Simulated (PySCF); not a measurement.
## Energy profile

The step: SiNH₅S ([NH2][SiH2][SH]) → SiNH₃ ([NH][SiH2]) + H₂S; bonds formed: S2–H4; bonds broken: Si1–S2, N3–H4 (atoms numbered as in the saddle structure below).

```
8
angstrom
Si -0.3486 0.2484 0.7615
S 1.3250 0.5281 -1.0855
N -1.2016 -0.7849 -0.1489
H 0.2338 -0.3796 -1.2324
H 0.6308 -0.2929 1.7340
H -0.6816 1.6591 1.1161
H 2.1506 -0.4228 -0.6164
H -2.1085 -0.5554 -0.5284
```

Electronic energies by CCSD(T) at an estimated basis limit (MP2 extrapolated from triple and quadruple zeta, plus CCSD(T) − MP2 in triple zeta), on PBE0-D4/def2-TZVP structures; SiNH$_{5}$S, singlet; no counterpoise correction. Computed with PySCF 2.14 with density fitting (its default auxiliary sets; JK sets also for MP2 and CCSD(T)) (basis: def2-TZVPP and def2-QZVPP); correlated methods freeze the cores. Extrapolation: Hartree–Fock as exp(−7.88 √X), correlation as X^−2.97.

Question: Give the profile in eV, counted from the start structure. (An estimate is asked for; the value comes from the calculation.)

Answer: By the calculation:
```
                                                                                                      point     eV
                                                                                            start structure  0.000
                                                                                                     saddle  3.005
                                                                                              end structure  2.783
separated: SiNH$_{3}$ (linked as [NH][SiH2]; Si1, N3, H5, H6, H8; singlet) + H$_{2}$S (S2, H4, H7; singlet)  2.985
```

T1 diagnostic: at most 0.019. The end structure is not quite a true minimum (one mode of 53i cm⁻¹).

For scale, one of the runs: CCSD(T)/def2-TZVPP, 185 basis functions, launched by `OMP_NUM_THREADS=4 python run.py`. The run took 3.5 min on 4 CPU threads of an Arm Neoverse V2 (shared host), with 1.7 GiB of host memory at its peak.
